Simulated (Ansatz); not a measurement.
# H4OSi: the cost of one run

All numbers are computed with Ansatz 0.2.0 through its Python package. Level of theory: B3LYP/def2-SVP.

**1. The system**

Bond lengths: O1–Si2 1.625 Å, O1–H3 0.952 Å, Si2–H4 1.464 Å, Si2–H5 1.454 Å, Si2–H6 1.464 Å. Angles: O1–Si2–H4 110.3°, O1–Si2–H5 101.6°, O1–Si2–H6 110.3°, H4–Si2–H5 112.8°, H4–Si2–H6 108.8°, H5–Si2–H6 112.9°, Si2–O1–H3 122.3°.

The script holds or builds the structure itself.

**2. The code**

bend_h4osi.py reads:

```python
import ansatz
from ase import Atoms


def main() -> None:
    atoms = Atoms(["O", "Si", "H", "H", "H", "H"], positions=[
        [0.60987, -0.98223, 0.39855],
        [-0.0571, 0.37443, -0.19755],
        [0.10661, -1.62242, 0.89184],
        [-1.13174, 0.04363, -1.13493],
        [1.08415, 1.00003, -0.84517],
        [-0.61179, 1.18655, 0.88727],
    ])

    first = (
        ansatz.Crystal.molecule_from_ase(atoms).calculation()
        .basis(gaussian="def2-SVP")
        .functional("b3lyp")
        .relax(force_tolerance=0.02, max_steps=80)
    )
    atoms.positions = first.run().report["positions_ang"]

    rows = []
    for angle in [90, 100, 110, 120, 135, 150, 165, 179]:
        bent = atoms.copy()
        bent.set_angle(1, 0, 2, angle, indices=[2])
        calc = (
            ansatz.Crystal.molecule_from_ase(bent).calculation()
            .basis(gaussian="def2-SVP")
            .functional("b3lyp")
        )
        rows.append((angle, calc.run().report["free_energy_ev"]))
    floor = min(e for _, e in rows)
    for angle, e in rows:
        print(f"angle Si1-O0-H2 = {angle:3d} deg   {1000 * (e - floor):9.1f} meV")


if __name__ == "__main__":
    main()
```

**3. The calls as engine input**

The package turns the script's settings into the engine's input (first run):

```yaml
crystal:
  periodic: [false, false, false]
  atoms:
    - { symbol: O, position_ang: [0.60987, -0.98223, 0.39855] }
    - { symbol: Si, position_ang: [-0.0571, 0.37443, -0.19755] }
    - { symbol: H, position_ang: [0.10661, -1.62242, 0.89184] }
    - { symbol: H, position_ang: [-1.13174, 0.04363, -1.13493] }
    - { symbol: H, position_ang: [1.08415, 1.00003, -0.84517] }
    - { symbol: H, position_ang: [-0.61179, 1.18655, 0.88727] }
basis:
  gaussian:
    orbitals: def2-SVP
hamiltonian:
  xc: b3lyp
relax:
  f_tol: 0.02
  max_steps: 80
```

**4. The run**

Started as:

```console
$ python bend_h4osi.py
```

Q: Estimate wall time and peak memory on 1 thread of Arm Neoverse V1, shared host.

About 14 s, with a peak of 0.18 GiB.
